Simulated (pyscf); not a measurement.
Thermochemistry of product channels of `[SiH3][O][ZnH]` + `[FH]` on the singlet surface, in kJ/mol, from ωB97M-D3(BJ)/def2-TZVP energies (ideal gas, 1 atm, RRHO with modes under 100 cm⁻¹ raised to 100, one conformer, R ln 2 for chiral ones without a mode under 150 cm⁻¹). Single points on ωB97X-D3(BJ)/def2-SVP structures (PySCF, gas phase).

| products | ΔE | ΔH(298 K) | ΔG(900 K) | ΔG(1200 K) |
|---|---|---|---|---|
| `[F][ZnH]` + `[OH][SiH3]` | -16.3 | -14.6 | -16.5 | -16.5 |
| `[OH][ZnH]` + `[F][SiH3]` | -18.9 | -18.9 | -19.5 | -18.2 |

These are energies of the channels, which say nothing of barriers. Elements up to Kr have no core potential and no relativistic terms here.
